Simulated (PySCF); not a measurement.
**Removing an electron from `CC[C@H](C)O`**

Species: C₄H₁₀O.
Z-matrix (Å and degrees, PBE0-D3(BJ)/def2-SVP geometry), rows numbered from 1:
```
C 
C   1  1.5191
C   2  1.5204  1  113.36
C   3  1.5199  2  112.34  1  -177.72
O   3  1.4117  2  107.09  1    59.93
H   1  1.1003  2  111.46  3  -177.60
H   1  1.1022  2  111.25  3    62.21
H   1  1.0993  2  110.28  3   -57.22
H   2  1.1041  1  109.97  3   120.60
H   2  1.1029  1  110.53  3  -121.96
H   3  1.1122  2  107.73  1   -58.22
H   4  1.1008  3  111.41  2    60.49
H   4  1.1024  3  111.06  2  -179.69
H   4  1.1012  3  110.19  2   -60.07
H   5  0.9620  3  108.16  2  -177.03
```

Level: PBE0/def2-SVPD (PySCF). Frontier orbitals with their largest atomic shares (Löwdin; up to four atoms above 4 %):

| orbital | ε (eV) | main atoms |
| --- | --- | --- |
| HOMO−3 | -9.87 | C2 28 %, C1 28 %, O5 8 %, H8 6 % |
| HOMO−2 | -9.40 | C1 25 %, C2 25 %, H8 11 %, H10 11 % |
| HOMO−1 | -8.92 | C3 21 %, C2 19 %, O5 17 %, C1 9 % |
| HOMO | -7.85 | ? |
| LUMO | 0.53 | O5 22 %, H15 15 %, C4 14 %, C3 10 % |
| LUMO+1 | 1.35 | C1 24 %, H6 14 %, H7 10 %, C2 9 % |
| LUMO+2 | 1.43 | O5 17 %, C4 14 %, H14 12 %, H12 10 % |

What vertical ionisation energy does ΔSCF give, and how far is −ε(HOMO) from it?

ΔSCF: 10.15 eV (979 kJ/mol; threshold wavelength 122 nm); ⟨S²⟩ of the doublet left behind is 0.755, against 0.75 for a pure doublet. −ε(HOMO) is 7.85 eV, 2.30 eV below it. For the exact functional −ε(HOMO) would equal the first vertical ionisation energy; PBE0 (global hybrid, 25 % exact exchange) falls short of its own ΔSCF value by 23 %.

On which atoms does the HOMO lie?

O5 (alcohol oxygen) 58 %, C3 (carbinol carbon (C–OH)) 15 %, C4 (methyl carbon) 10 %, H11 (methine hydrogen) 8 %, so more than half of it is on one atom. The HOMO−1 lies 1.07 eV lower.

Shift the occupied levels rigidly so that −ε(HOMO) equals the ΔSCF value. What binding energies result?

The shift is +2.30 eV: HOMO 10.15, HOMO−1 11.22, HOMO−2 11.70, HOMO−3 12.17 eV. A rigid shift is only a rough guide to the deeper ionisations.

What kinetic energy would electrons from this vertical process carry with He II light (40.814 eV)?

40.81 − 10.15 = 30.66 eV.

With α = 56.9 au, estimate the like-pair dispersion coefficient by London's formula C6 = (3/4)α²I.

I = 0.3728 Eh, so C6 ≈ 905 au, a rough estimate.

Isolated species at its PBE0-D3(BJ)/def2-SVP geometry (one conformer only).
